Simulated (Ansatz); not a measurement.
Geometry optimisation, Ansatz 0.2.0, UKS PBE0/cc-pVDZ.

Input file:

```yaml
crystal:
  periodic: [false, false, false]
  atoms:
    - { symbol: Al, position_ang: [-0.33143, -0.009915, -0.104456] }
    - { symbol: H, position_ang: [-0.320278, -0.007799, 2.653994] }
    - { symbol: H, position_ang: [1.207929, 0.001971, -0.557171] }
    - { symbol: Cl, position_ang: [-1.741506, 0.007059, -1.7267] }
    - { symbol: F, position_ang: [0.605084, 0.008683, 2.679333] }
magnetization:
  spin_polarized: true
  initial_magnetization: 1
basis:
  gaussian: { orbitals: cc-pVDZ }
hamiltonian:
  xc: pbe0
relax:
  f_tol: 0.03
  max_steps: 50
```

Launched with:

```bash
$ ansatz run input.yaml --threads 1 --pin off --max-ram 2048MiB --backend cpu --events-out ev --progress --plain --runs-dir out
```

Task: Where does it end, and by what steps?

Result: It converged. After 28 steps the energy has fallen by 0.572 eV; Cl4 moved furthest, 1.64 Å. Joined: Al1–F5 (2.94 → 2.10 Å).

```csv
step,energy less start (eV),largest force component (eV/Å),accepted
0,0.0000,0.157,yes
1,0.1174,2.981,no
2,-0.0028,0.751,yes
3,-0.0098,0.345,yes
4,0.0079,1.312,no
5,-0.0164,0.129,yes
6,-0.0207,0.093,yes
7,-0.0271,0.881,yes
8,-0.0180,1.537,no
9,-0.0530,0.391,yes
10,-0.0784,0.322,yes
11,-0.1209,0.402,yes
12,-0.1835,0.698,yes
13,-0.2676,0.771,yes
14,-0.3362,0.393,yes
15,-0.3651,0.142,yes
16,-0.3807,0.340,yes
17,-0.3903,0.485,yes
18,-0.3904,1.263,yes
19,-0.3996,1.996,yes
20,-0.4808,0.731,yes
21,-0.4880,0.471,yes
22,-0.4909,0.457,yes
23,-0.5277,1.121,yes
24,-0.5428,0.194,yes
25,-0.5453,0.175,yes
26,-0.5665,0.243,yes
27,-0.5708,0.098,yes
28,-0.5716,0.023,yes
```

```xyz
5
Properties=species:S:1:pos:R:3
Al 0.277 -0.724 -0.073
H -0.751 0.285 1.715
H 1.498 0.222 -0.511
Cl -1.693 0.349 -0.123
F 0.089 -0.132 1.938
```

Whether the end is a true minimum wasn't checked by a vibrational analysis.

Run time: 74 s on 1 thread of Arm Neoverse V2, on a shared host, peak memory 0.15 GiB.
